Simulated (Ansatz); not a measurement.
A nudged elastic band was laid between two geometries of C2H7B (10 atoms, charge 0, multiplicity 1).

These are results of RHF/6-31G* in Ansatz, not measurements.

| Property | Result |
| --- | --- |
| movable images | 7 |
| climbing image | yes |
| spring | 5.0 eV/Å² |
| optimiser | quadratic models (default) |
| start path | through a guess of the saddle point |
| force threshold | 0.03 eV/Å |
| iteration limit | 60 |
| end points | relaxed |

First end point:

```xyz
10
Properties=species:S:1:pos:R:3
B 0.348 -0.102 -0.057
C 0.692 0.048 1.477
H -0.167 -0.022 2.138
H 1.451 -0.655 1.808
H 1.125 1.042 1.620
H 1.246 -0.317 -0.820
C -1.116 0.013 -0.640
H -1.475 -1.005 -0.815
H -1.828 0.489 0.029
H -1.151 0.510 -1.607
```

Last end point:

```xyz
10
Properties=species:S:1:pos:R:3
B -0.306 0.903 -1.721
C 1.391 -0.257 1.908
H 0.393 -0.590 2.172
H 2.059 -0.426 2.745
H 1.371 0.800 1.670
H 1.743 -0.812 1.047
C -1.637 0.221 -1.258
H -1.466 -0.829 -1.017
H -2.031 0.716 -0.369
H -2.392 0.274 -2.042
```

Problem. What changes between the two ends?

Solution. Bonds broken: B1–C2, B1–H6. Bonds formed: C2–H6. C2H7B becomes CH3B + CH4.

Problem. Give the energies along the band, and the barrier.

Solution. The forces met the threshold. The highest image is number 3 of 0 to 8, 5.03 eV above the first end and 1.90 eV above the last; the last end lies 3.13 eV above the first. A structure lower than the last end lies on the path between it and the top, so the climb from that side starts below the end, which may itself be a saddle point or a shallow side well. Neighbouring images differ by up to 5.0 eV, so the band resolves the path poorly. A vibrational analysis at the climbing image gives one clearly imaginary mode, 1605i cm⁻¹: a first-order saddle point. The orbitals stay closed-shell, which can raise the energy where a bond breaks towards radicals; this wasn't checked here.

```tsv
image	path coordinate (Å)	energy (eV)	B1–C2 (Å)	B1–H6 (Å)	C2–H6 (Å)
0	0.00	0.00	1.58	1.20	2.39
1	1.35	0.01	1.58	1.20	2.38
2	2.69	0.03	1.58	1.19	2.41
3	4.04	5.03	2.06	1.26	1.38
4	5.25	3.26	3.11	2.36	1.08
5	6.46	3.12	3.91	3.20	1.08
6	7.68	3.12	4.10	3.26	1.08
7	8.89	3.12	4.13	3.31	1.08
8	10.10	3.13	4.17	3.85	1.08
```

Problem. What is the geometry of the highest image?

Solution. 
```xyz
10
Properties=species:S:1:pos:R:3:forces:R:3
B 0.370 0.423 -0.646 0.00 0.00 0.00
C 0.752 0.074 1.343 0.00 0.00 0.01
H -0.119 0.544 1.780 0.00 0.00 0.00
H 0.674 -1.006 1.355 0.00 0.00 0.00
H 1.641 0.380 1.884 0.00 0.00 0.00
H 1.283 0.618 0.193 0.01 0.00 0.00
C -1.087 -0.166 -0.690 0.01 0.00 0.00
H -1.184 -1.144 -0.224 0.00 0.00 0.00
H -1.753 0.510 -0.152 0.00 0.00 0.00
H -1.454 -0.234 -1.708 0.00 0.00 0.00
```

Run time: 88 s on 1 thread of Intel(R) Xeon(R) 6975P-C (Granite Rapids), with other jobs on the host, peak memory 0.12 GiB.
